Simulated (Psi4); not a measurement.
# C2H6B− (SMILES [BH3-]C=C): MP2/cc-pVDZ

What is the vertical ionisation energy of C2H6B− at MP2/cc-pVDZ? 

The calculation is run with Psi4 1.11.

3 further runs of the same task are left out: 3 set aside as unsound or not needed.

## (1) The system as given

C2H6B−: 9 atoms, total charge -1, spin state singlet. SMILES: `[BH3-]C=C`. The coordinates come from a GFN2-xTB relaxation.

Bond lengths: B1–C2 1.621 Å, C2–C3 1.325 Å, B1–H4 1.227 Å, B1–H5 1.230 Å, B1–H6 1.227 Å, C2–H7 1.098 Å, C3–H8 1.083 Å, C3–H9 1.094 Å. Some angles: B1–C2–C3 127.4°, B1–C2–H7 117.5°, C3–C2–H7 115.1°, C2–B1–H4 109.9°, C2–B1–H5 110.3°, C2–B1–H6 110.0°, C2–C3–H8 121.3°, C2–C3–H9 124.5°, H4–B1–H5 108.9°, H4–B1–H6 108.8°.

## (2) The energy at MP2/cc-pVDZ

The input, input.dat:

```
memory 1.6 GB

molecule {
  -1 1
  B     -0.629450     0.770260    -0.695580
  C      0.561290    -0.121590    -0.051130
  C      0.475920    -0.957440     0.973350
  H     -1.515350     0.037540    -1.123250
  H     -0.196360     1.453510    -1.621580
  H     -1.107230     1.511780     0.156690
  H      1.558120    -0.038670    -0.502980
  H     -0.460650    -1.116340     1.494340
  H      1.313720    -1.539040     1.370140
  units angstrom
  symmetry c1
  no_reorient
  no_com
}

set {
  basis cc-pVDZ
  puream true
  e_convergence 1e-09
  d_convergence 1e-08
  scf_type pk
  num_frozen_docc 3
  mp2_type conv
}

energy('mp2')
```

Command:

```console
$ psi4 -n 1 input.dat output.dat
```

output.dat:

```text
[...]
  Running in c1 symmetry.
[...]
  Nuclear repulsion =   62.573911424317970
[...]
  Multiplicity = 1
[...]
  Nalpha       = 12
  Nbeta        = 12
[...]
    Number of basis functions: 72
[...]
   @RHF iter   1:  -103.72491913093492   -8.33622e-01   6.09705e-03 DIIS/ADIIS
[...]
   @RHF iter  11:  -103.86952086212787   -2.46985e-11   9.60903e-09 DIIS
[...]
    Orbital Energies [Eh]
    ---------------------
    Doubly Occupied:
       1A    -11.022963     2A    -11.014220     3A     -7.302885
       4A     -0.823380     5A     -0.581753     6A     -0.463406
       7A     -0.406989     8A     -0.336902     9A     -0.230295
      10A     -0.212949    11A     -0.191344    12A     -0.142159
[...]
  @RHF Final Energy:  -103.86952086212787
   => Energetics <=
    Nuclear Repulsion Energy =             62.5739114243179699
    One-Electron Energy =                -267.4283755977456849
    Two-Electron Energy =                 100.9849433112998440
    Total Energy =                       -103.8695208621278709
[...]
 Multipole Moments:
 ------------------------------------------------------------------------------------
     Multipole            Electronic (a.u.)      Nuclear  (a.u.)        Total (a.u.)
 ------------------------------------------------------------------------------------
 L = 1.  Multiply by 2.5417464519 to convert [e a0] to [Debye]
 Dipole X            :         -4.0873633            5.0422806            0.9549173
 Dipole Y            :          3.4163792           -4.3730152           -0.9566361
 Dipole Z            :         -2.6530786            3.4558933            0.8028147
 Magnitude           :                                                    1.5721104
[...]
	SCS-MP2 Total Energy (a.u.)        :  -104.26681891600029
	SOS-MP2 Total Energy (a.u.)        :  -104.26945569832579
	SCSN-MP2 Total Energy (a.u.)       :  -104.01803372338193
[...]
	SOS-PI-MP2 Total Energy (a.u.)     :  -104.30021991649485
[...]
	MP2 Total Energy (a.u.)            :  -104.26154535134930
[...]
```

It took 5.7 s on 1 thread of Intel Xeon Platinum 8259CL at 2.50GHz (Skylake/Cascade Lake), shared host; peak memory 0.3 GiB.

## (3) Doublet neutral C2H6B

The input, c2h6b.xyz:

```xyz
9
C2H6B
B     -0.629450     0.770260    -0.695580
C      0.561290    -0.121590    -0.051130
C      0.475920    -0.957440     0.973350
H     -1.515350     0.037540    -1.123250
H     -0.196360     1.453510    -1.621580
H     -1.107230     1.511780     0.156690
H      1.558120    -0.038670    -0.502980
H     -0.460650    -1.116340     1.494340
H      1.313720    -1.539040     1.370140
```

The input, run.py:

```python
import numpy as np
from ase.calculators.psi4 import Psi4
from ase.io import read

atoms = read('c2h6b.xyz')
calc = Psi4(atoms=atoms, method='mp2', basis='cc-pVDZ', memory='1600MB', num_threads=1, charge=0, multiplicity=2, label='calc', reference='uhf')
calc.psi4.set_options({'puream': True, 'e_convergence': 1e-09, 'd_convergence': 1e-08, 'scf_type': 'pk', 'num_frozen_docc': 3, 'mp2_type': 'conv', 'maxiter': 200})
atoms.calc = calc

print(f'energy: {atoms.get_potential_energy():.6f} eV')
```

Command:

```console
$ python run.py
```

calc.dat:

```text
[...]
  Running in c1 symmetry.
[...]
  Nuclear repulsion =   62.573911424317970
[...]
  Multiplicity = 2
[...]
  Nalpha       = 12
  Nbeta        = 11
[...]
    Number of basis functions: 72
[...]
   @UHF iter   1:  -103.68559244643858   -7.94295e-01   4.13203e-03 DIIS/ADIIS
[...]
   @UHF iter  20:  -103.77219340288005   -5.27223e-12   7.11914e-09 DIIS
[...]
   @S^2 Observed:                7.635896475E-01
[...]
    Orbital Energies [Eh]
    ---------------------
    Alpha Occupied:
       1A    -11.334110     2A    -11.314620     3A     -7.512718
       4A     -1.148570     5A     -0.859046     6A     -0.723573
       7A     -0.682293     8A     -0.601466     9A     -0.525152
      10A     -0.460382    11A     -0.411909    12A     -0.397607
    Alpha Virtual:
      13A      0.087424    14A      0.160030    15A      0.195362
      16A      0.228637    17A      0.282396    18A      0.306725
      19A      0.316797    20A      0.317931    21A      0.401747
      22A      0.460048    23A      0.516356    24A      0.556430
      25A      0.590115    26A      0.609530    27A      0.640087
[...]
  @UHF Final Energy:  -103.77219340288005
   => Energetics <=
    Nuclear Repulsion Energy =             62.5739114243179699
    One-Electron Energy =                -261.4475564495781441
    Two-Electron Energy =                  95.1014516223801252
    Total Energy =                       -103.7721934028800490
  UHF NO Occupations:
  HONO-2 :   10  A 1.9984140
  HONO-1 :   11  A 1.9960443
[...]
 Multipole Moments:
 ------------------------------------------------------------------------------------
     Multipole            Electronic (a.u.)      Nuclear  (a.u.)        Total (a.u.)
 ------------------------------------------------------------------------------------
 L = 1.  Multiply by 2.5417464519 to convert [e a0] to [Debye]
 Dipole X            :          1.6741696           -0.3628823            1.3112873
 Dipole Y            :         -1.4996448            0.0278860           -1.4717588
 Dipole Z            :          1.1912844            0.0890295            1.2803139
 Magnitude           :                                                    2.3504791
[...]
	SCS-MP2 Total Energy (a.u.)        :  -104.12509210691391
	SOS-MP2 Total Energy (a.u.)        :  -104.10093571523757
	SCSN-MP2 Total Energy (a.u.)       :  -103.89973915093113
[...]
	SOS-PI-MP2 Total Energy (a.u.)     :  -104.15572610063049
[...]
	MP2 Total Energy (a.u.)            :  -104.11861450487366
[...]
```

Standard output:

```text
energy: -2833.211812 eV
```

Run time: 6.3 s. Hardware: 1 thread of Intel Xeon Platinum 8259CL at 2.50GHz (Skylake/Cascade Lake), shared host; peak memory 0.31 GiB.

## (4) Results

Level: MP2/cc-pVDZ, 3 core orbitals frozen.

| quantity | value |
| --- | --- |
| singlet C2H6B−: total energy | -104.26155 Eh |
| singlet C2H6B−: HOMO energy (Hartree–Fock orbitals) | -3.87 eV |
| singlet C2H6B−: LUMO energy (Hartree–Fock orbitals) | 9.93 eV |
| singlet C2H6B−: HOMO–LUMO gap (to an unbound level, set by the basis) | 13.80 eV |
| singlet C2H6B−: correlation energy (3 core orbitals frozen) | -392.0 mEh |
| doublet neutral C2H6B: total energy | -104.11861 Eh |
| doublet neutral C2H6B: HOMO energy (Hartree–Fock orbitals) (highest over α and β) | -10.60 eV |
| doublet neutral C2H6B: LUMO energy (Hartree–Fock orbitals) (lowest over α and β) | -1.46 eV |
| doublet neutral C2H6B: correlation energy (3 core orbitals frozen) | -346.4 mEh |
| doublet neutral C2H6B: ⟨S²⟩ of the reference determinant | 0.764 |
| vertical detachment energy (to the doublet neutral) | 3.889 eV |

In words: Removing an electron at fixed nuclei costs 3.89 eV (375 kJ/mol).
